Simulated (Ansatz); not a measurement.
Kohn–Sham single points on `[AlH2][S][SiH3]`.

```yaml
crystal:
  periodic: [false, false, false]
  atoms:
    - {symbol: Al, position_ang: [-0.555523, 1.279904, -1.211223]}
    - {symbol: S, position_ang: [0.804843, -0.422885, -1.185303]}
    - {symbol: Si, position_ang: [0.508066, -1.035553, 0.844835]}
    - {symbol: H, position_ang: [-1.349116, 1.626687, 0.112848]}
    - {symbol: H, position_ang: [-0.678892, 2.083866, -2.563598]}
    - {symbol: H, position_ang: [1.374974, -2.219474, 1.061493]}
    - {symbol: H, position_ang: [-0.907390, -1.408684, 1.092095]}
    - {symbol: H, position_ang: [0.895136, 0.039140, 1.792952]}
basis:
  gaussian: {orbitals: def2-TZVPP}
hamiltonian: {xc: {name: B2PLYP}}
```

```sh
$ ansatz run in.yaml --threads 2 --pin off --events-out ev --progress --plain --max-ram 4352MiB
```

Shortened log:

```
Functional definition: B2PLYP
1111 factors; integrals over basis functions are off by at most 1.3e-3 eV
mean field evaluation 1: about -25379.1559 eV, gradient 1.5e1 eV
mean field evaluation 2: about -25379.2778 eV, gradient 1.5e1 eV
mean field evaluation 4: about -25379.9677 eV, gradient 1.9e0 eV
mean field evaluation 8: about -25379.9795 eV, gradient 1.1e-1 eV
mean field evaluation 16: about -25379.9796 eV, gradient 1.9e-5 eV
mean field -25379.97957574 eV, -932.6970462403 hartree, gradient 5.6e-6 eV, S^2 0.000000; 0 other end points of the search recorded, 0 dependent functions left out
15 core orbitals not correlated: weight in the atoms' cores, before any rotation towards them, 1.000 or more for the frozen orbitals, at most 0.000 for the correlated occupied ones
reference -25379.97975262 eV, -932.6970527408 hartree; 9, 9 occupied and 172, 172 virtual orbitals, 1111 factors
second order -12.97903519 eV of doubles, -0.00000000 eV of singles
Total energy: -25383.48409212 eV, -932.8258348421 hartree
```

Hardware: 2 threads of an Intel Xeon on a shared host. Wall time 4 s, peak host memory 0.4 GiB.

Changing it to `hamiltonian: {xc: {name: B97M-V}}` (abridged; 6.5 s):

```
Functional definition: B97M-V
mean field evaluation 16: about -25387.4012 eV, gradient 4.0e-5 eV
mean field -25387.40116081 eV, -932.9697844613 hartree, gradient 4.0e-5 eV, S^2 0.000000
Total energy: -25387.40123029 eV, -932.9697870146 hartree
```

The same input with `hamiltonian: {xc: {name: r2SCANh}, dispersion: d4}` (abridged; 3.7 s):

```
Functional definition: r2SCANh
mean field -25391.14624327 eV, -933.1074137032 hartree, gradient 4.5e-5 eV, S^2 0.000000
Total energy: -25391.19163920 eV, -933.1090819727 hartree
```

With the line `hamiltonian: {xc: {name: BHLYP}, dispersion: d4}` (abridged; 2.5 s):

```
Functional definition: BHLYP
mean field -25393.56508161 eV, -933.1963043724 hartree, gradient 7.4e-5 eV, S^2 0.000000
Total energy: -25393.83043330 eV, -933.2060558673 hartree
```

The same input with `hamiltonian: {xc: {name: wB97X-V}}` (abridged; 6.5 s):

```
Functional definition: wB97X-V
mean field -25389.61052461 eV, -933.0509770832 hartree, gradient 1.9e-5 eV, S^2 0.000000
Total energy: -25389.61052229 eV, -933.0509769980 hartree
```

Changing it to `hamiltonian: {xc: {name: CAM-B3LYP}, dispersion: d4}` (abridged; 2.9 s):

```
Functional definition: CAM-B3LYP
mean field evaluation 16: about -25394.0331 eV, gradient 2.6e-5 eV
mean field -25394.03312421 eV, -933.2135046209 hartree, gradient 2.6e-5 eV, S^2 0.000000
Total energy: -25394.19557173 eV, -933.2194744573 hartree
```
